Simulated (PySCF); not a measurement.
Predicted microwave data (PySCF 2.14.0, PBE0-D3(BJ)/def2-SVP geometry optimisation, gas phase) for one isomer of C2H6Si:

- Rotational constants: A = 34170, B = 5159, C = 4729 MHz
- Dipole components: |μa| = 0.74 D, |μb| = 0.08 D, |μc| = 0.00 D
- Inertial defect: -5.89 u·Å²
- κ: -0.97

Task: Which candidate fits, each taken in the one conformer that was computed?
A. Si(vinyl)H3 (`[H][Si]([H])([H])C=C`)
B. SiMe2, `C[Si]C`
C. `C1C[SiH2]1`

Result: A. It is [H][Si]([H])([H])C=C, a near-prolate asymmetric top, point group Cs. The candidates at the same level (rigid rotor, commonest isotopes):

```csv
SMILES,A (MHz),B (MHz),C (MHz),μa (D),μb (D),μc (D),Δ (u·Å²),point group,rotor
C1C[SiH2]1,18653,9169,7304,0.07,0.00,0.00,-13.02,C2v,asymmetric top
[H][Si]([H])([H])C=C,34170,5159,4729,0.74,0.08,0.00,-5.89,Cs,near-prolate asymmetric top
C[Si]C,16651,7026,5264,0.00,1.48,0.00,-6.29,near C2v,asymmetric top
```

`C1C[SiH2]1` has B 78 % too high; `C[Si]C` has A 51 % too low. In the right answer the mirror of this Cs structure is the ab plane, so μc vanishes by symmetry. No structure here is proved a minimum.
